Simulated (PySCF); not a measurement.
C₃H₄FNO.
SMILES: `NC(=O)/C=C\F`

Theory: EOM-IP-CCSD/aug-cc-pVDZ in PySCF, restricted Hartree–Fock reference, 6 core orbitals frozen, non-relativistic, gas phase, PBE0-D3(BJ)/def2-SVP geometry.

Hartree–Fock orbital energies give these Koopmans values (eV): HOMO 10.99, HOMO-1 11.35, HOMO-2 11.98, HOMO-3 15.79, HOMO-4 15.89, HOMO-5 16.34, HOMO-6 17.43, HOMO-7 19.24.

Q: What vertical ionisation energies does EOM-IP-CCSD give?

A: 
```csv
leading hole (HF orbital),Koopmans (eV),EOM-IP-CCSD (eV),change (eV),one-hole share
HOMO-2,11.98,9.96,-2.02,0.94
HOMO-1,11.35,10.18,-1.17,0.94
HOMO,10.99,10.70,-0.29,0.96
HOMO-3,15.79,14.00,-1.79,0.95
HOMO-4,15.89,14.46,-1.43,0.91
HOMO-5,16.34,14.73,-1.61,0.95
HOMO-6,17.43,15.12,-2.31,0.94
HOMO-7,19.24,17.67,-1.57,0.94
```

Q: Does the order of the lines follow the orbital energies?

A: No: the HOMO-2 hole (9.96 eV) falls below the HOMO-1 hole (10.18 eV); the HOMO-2 hole (9.96 eV) falls below the HOMO hole (10.70 eV); the HOMO-1 hole (10.18 eV) falls below the HOMO hole (10.70 eV). The corrections run from -2.31 to -0.29 eV, with a mean of -1.52 eV over the 8 lines; no line lies above its Koopmans value.

Q: At what kinetic energies would He II light (40.81 eV) eject these electrons?

A: 30.85 eV (HOMO-2), 30.63 eV (HOMO-1), 30.11 eV (HOMO), 26.81 eV (HOMO-3), 26.35 eV (HOMO-4), 26.08 eV (HOMO-5), 25.69 eV (HOMO-6), 23.14 eV (HOMO-7).

Q: What total energy has the lowest final state, and which wavelength reaches it?

A: E(CCSD) + ionisation energy = -345.72401 + 0.36606 = -345.35795 Eh, at the geometry of the initial state. The threshold wavelength is 1239.84 eV nm/9.96 eV = 124.5 nm.

One root was sought for each valence orbital with −ε under 21 eV, eight at most, so deeper holes and satellites are missing; no vibrational structure.

Hardware: one thread, Arm Neoverse V1 (aarch64), no GPU, shared host. Cost: 12 min of wall time, 3.1 GiB resident at most.

Shape of the structure used: `[NH2:1][C:2](=[O:3])/[CH:4]=[CH:5]\[F:6]`: N1–C2–C4–C5 3°, H–N1–C2–O3 179°, H–N1–C2–O3 1°.

One conformer stands for the species.
